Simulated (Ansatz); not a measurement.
Input file:

```yaml
crystal:
  periodic: [false, false, false]
  atoms:
    - {symbol: B, position_ang: [0.000000, -0.414955, 1.853398]}
    - {symbol: Ge, position_ang: [0.000000, 0.123435, 0.000170]}
    - {symbol: N, position_ang: [0.000000, -0.322903, -1.643461]}
    - {symbol: H, position_ang: [0.000000, 0.042257, 2.946652]}
basis:
  gaussian: {orbitals: cc-pVDZ}
total_charge: 1
correlation: {active_space: {ras: {orbitals: [11, 0, 38], electrons: 22, max_holes: 2, max_particles: 2}, fixed_orbitals: true}}
```

```sh
$ ansatz run in.yaml --threads 1 --pin off --events-out ev --progress --plain --max-ram 2393MiB
```

The program prints:

```
641 factors; integrals over basis functions are off by at most 1.3e-3 eV
mean field evaluation 1: about -58605.0842 eV, gradient 8.2e1 eV
mean field evaluation 2: about -58605.1415 eV, gradient 8.2e1 eV
mean field evaluation 4: about -58623.4738 eV, gradient 2.3e1 eV
mean field evaluation 8: about -58626.6523 eV, gradient 1.8e0 eV
mean field evaluation 16: about -58627.1073 eV, gradient 2.6e-1 eV
mean field evaluation 32: about -58623.4732 eV, gradient 9.6e-2 eV
mean field evaluation 64: about -58607.5594 eV, gradient 4.0e1 eV
mean field evaluation 96: about -58607.5594 eV, gradient 4.0e1 eV
mean field evaluation 128: about -58627.0903 eV, gradient 4.7e-1 eV
mean field evaluation 160: about -58612.9573 eV, gradient 1.3e1 eV
mean field evaluation 192: about -58627.0986 eV, gradient 4.6e-1 eV
mean field -58627.10896466 eV, -2154.5065155695 hartree, gradient 1.4e-6 eV, S^2 0.000000; 9 other end points of the search recorded, 0 dependent functions left out
reference -58627.10896466 eV, -2154.5065155695 hartree; 22, 22 occupied and 38, 38 virtual orbitals, 641 factors
state -58635.44935490 eV, -2154.8130192575 hartree
Total energy: -58635.44935490 eV, -2154.8130192575 hartree
```

Natural occupations: 1.9990 1.9990 1.9989 1.9989 1.9987 1.9782 1.9735 1.9676 1.9531 1.9368 1.9041 0.0774 0.0537 0.0384 0.0248 0.0118 0.0103 0.0098 0.0067 0.0064 0.0057 0.0052 0.0050 0.0044.

Ran on 1 thread of Arm Neoverse V2, shared host: 8 s wall, 0.19 GiB peak host memory.
